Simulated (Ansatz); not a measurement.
**Solid iodine**

These are r²SCAN in Ansatz (plane waves, PAW) values and carry that method's errors.

Cell: relaxed at this level.

```yaml
lattice_energy: 45 kJ/mol
volume_per_molecule: 88.38 Å³
```

Note: the cell comes from a level without a dispersion term, which matters for the spacing of layers, chains or molecules.

Spin–orbit coupling is not included.

Computing time: very roughly 24 core-seconds.

Ansatz is a first-principles code.
